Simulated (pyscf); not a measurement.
PySCF, gas phase, ωB97X-D3(BJ)/def2-SVP geometries. MP2 and CC: frozen core, UHF for open shells. ΔMP2 is the change of the MP2 total energy from the triple- to the quadruple-zeta basis.

### Question
List the bond dissociation enthalpies at 298 K of `[NH2][GeH2][Cl]` from CCSD(T)/def2-TZVPP + ΔMP2(QZVPP), from the weakest bond up.

### Answer
Ge–H to H₂N–GeH•–Cl + H•: 354.7 kJ/mol; Ge–N to NH₂• + Cl–GeH₂•: 378.4 kJ/mol; Cl–Ge to H₂N–GeH₂• + Cl•: 419.1 kJ/mol; H–N to •HN–GeH₂–Cl + H•: 459.8 kJ/mol. Ring and multiple bonds, and those that leave no two simple radicals, are not listed. •HN–GeH₂–Cl lies 124.1 kJ/mol over its isomer H₂N–GeH•–Cl, and others may lie lower still (electronic energy, ωB97M-D3(BJ)). Other isomers of H₂N–GeH₂•, H₂N–GeH•–Cl were not searched in full and may lie lower. The CCSD(T) − MP2 part came from Ansatz, without density fitting, on the same reference. The frozen core leaves the outer d or s,p core shells of the metals and heavy elements correlated in the MP2 and CC values, and def2-TZVPP describes them poorly, which can shift differences by a few kcal/mol. Left out: the spin-orbit lowering of Cl. Elements up to Kr have no core potential and no relativistic terms here.
